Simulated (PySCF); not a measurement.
**Computed NMR parameters against published values**

Geometry:
```json
{"atom": "C1", "x (Å)": "2.142", "y (Å)": "-0.103", "z (Å)": "-0.442"}
{"atom": "C2", "x (Å)": "0.805", "y (Å)": "-0.383", "z (Å)": "0.191"}
{"atom": "O3", "x (Å)": "0.679", "y (Å)": "-1.146", "z (Å)": "1.123"}
{"atom": "C4", "x (Å)": "-0.371", "y (Å)": "0.321", "z (Å)": "-0.399"}
{"atom": "C5", "x (Å)": "-1.518", "y (Å)": "0.635", "z (Å)": "0.534"}
{"atom": "C6", "x (Å)": "-1.670", "y (Å)": "-0.456", "z (Å)": "-0.457"}
{"atom": "H7", "x (Å)": "2.122", "y (Å)": "-0.393", "z (Å)": "-1.505"}
{"atom": "H8", "x (Å)": "2.930", "y (Å)": "-0.660", "z (Å)": "0.080"}
{"atom": "H9", "x (Å)": "2.361", "y (Å)": "0.977", "z (Å)": "-0.411"}
{"atom": "H10", "x (Å)": "-0.165", "y (Å)": "1.022", "z (Å)": "-1.212"}
{"atom": "H11", "x (Å)": "-1.360", "y (Å)": "0.345", "z (Å)": "1.576"}
{"atom": "H12", "x (Å)": "-2.050", "y (Å)": "1.576", "z (Å)": "0.375"}
{"atom": "H13", "x (Å)": "-1.618", "y (Å)": "-1.482", "z (Å)": "-0.084"}
{"atom": "H14", "x (Å)": "-2.307", "y (Å)": "-0.298", "z (Å)": "-1.330"}
```

The experiment to reproduce: δ 13C C4 20.1; C5/C6 9.6; δ 1H H10 1.83 ppm (measured; solution, not stated per compound (mostly CDCl3 or CCl4); Pretsch, Buehlmann, Badertscher, Structure Determination of Organic Compounds, 4th ed. (2009)). Coupling constants: 3J(H10,H12) (cis) 7.9 Hz, 3J(H10,H11) (trans) 4.6 Hz, 2J(H11,H12) -3.5 Hz.

- coordinates at the PBE0-D3(BJ)/def2-SVP level
- J couplings at B3LYP/pcJ-1 (without the spin–dipole term)
- GIAO PBE/pcSseg-2 shieldings
- program: PySCF
- gas phase, one conformer, relativity neglected, averaged over atoms made equivalent by symmetry, fast rotation or ring inversion

Question: How close does the calculation come?

Answer: 
Reference values: measured (solution, not stated per compound (mostly CDCl3 or CCl4); Pretsch, Buehlmann, Badertscher, Structure Determination of Organic Compounds, 4th ed. (2009)).
| atoms | quantity | reference | computed |
| --- | --- | --- | --- |
| C4 | δ 13C | 20.1 | 23.8 |
| C5/C6 | δ 13C | 9.6 | 15.9 |
| H10 | δ 1H | 1.83 | 1.99 |

Computed shifts are σ(ref) − σ with the named reference compound (TMS for H and C) calculated as an isolated molecule at the same level.

Coupling constants in Hz:
| coupling | reference | computed | source |
| --- | --- | --- | --- |
| 3J(H10,H12) cis | 7.9 | 8.7 | measured; solution (compiled); Pretsch, Buehlmann, Badertscher, Structure Determination of Organic Compounds, 4th ed., Springer 2009 |
| 3J(H10,H11) trans | 4.6 | 4.9 | measured; solution (compiled); Pretsch, Buehlmann, Badertscher, Structure Determination of Organic Compounds, 4th ed., Springer 2009 |
| 2J(H11,H12) | -3.5 | -3.5 | measured; solution (compiled); Pretsch, Buehlmann, Badertscher, Structure Determination of Organic Compounds, 4th ed., Springer 2009 |

Question: How far are the unscaled 13C shifts from the references?

Answer: Mean signed difference +5.00 ppm, mean absolute 5.00 ppm over 2 comparisons; the largest is +6.3 ppm at C5/C6 (three-membered-ring carbon).

6 of the 11 published NMR values on file for this molecule are compared.

Unscaled 3J(H,H) at this level run about 10 % above measured values.
